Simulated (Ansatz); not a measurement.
`[F][AlH][SH]` + PH₃ → `[F][AlH][PH2]` + H₂S  (ligand exchange at the Al–S bond)

Isolated molecules relaxed with PBE0-D4/def2-TZVP in Ansatz; ΔE leaves out vibrations. CCSD(T)/CBS adds triple-zeta CCSD(T) − MP2 to the extrapolated MP2 energy (def2 sets, frozen cores). This one scheme is used for every species. DFT in def2-TZVPP. B3LYP here is the variant with VWN-RPA as its local correlation; programs differ in this. HSE06 is defined as in plane-wave codes. Each species was taken in one conformer, which may not be the lowest.

```csv
level,ΔE (kcal/mol),difference from CCSD(T)/CBS
revPBE-D4,14.9,-1.4
BLYP-D4,16.0,-0.3
r2SCAN-D4,16.4,0.1
B3LYP-D4,16.4,0.1
r2SCAN0-D4,16.6,0.3
ωB97X-V,16.4,0.1
PBE-QIDH,16.4,0.1
PBE,14.8,-1.5
BLYP,16.1,-0.2
PBE0,15.4,-0.9
B3LYP,16.5,0.2
r2SCANh,16.5,0.2
HSE06,15.4,-0.9
HF/def2-TZVPP,18.6,2.3
CCSD(T)/def2-TZVPP,16.4,0.1
MP2/CBS(def2),17.0,0.7
CCSD(T)/CBS,16.3,0
```

Largest T1 diagnostic among the species: 0.014.

In def2-TZVPP, CCSD(T) changes the Hartree–Fock value by −2.1 kcal/mol (the triples alone add −0.2 kcal/mol) and MP2 by −1.4 kcal/mol. At CCSD(T), def2-SVP lies +1.1 kcal/mol from the extrapolated value and def2-TZVPP +0.1 kcal/mol.
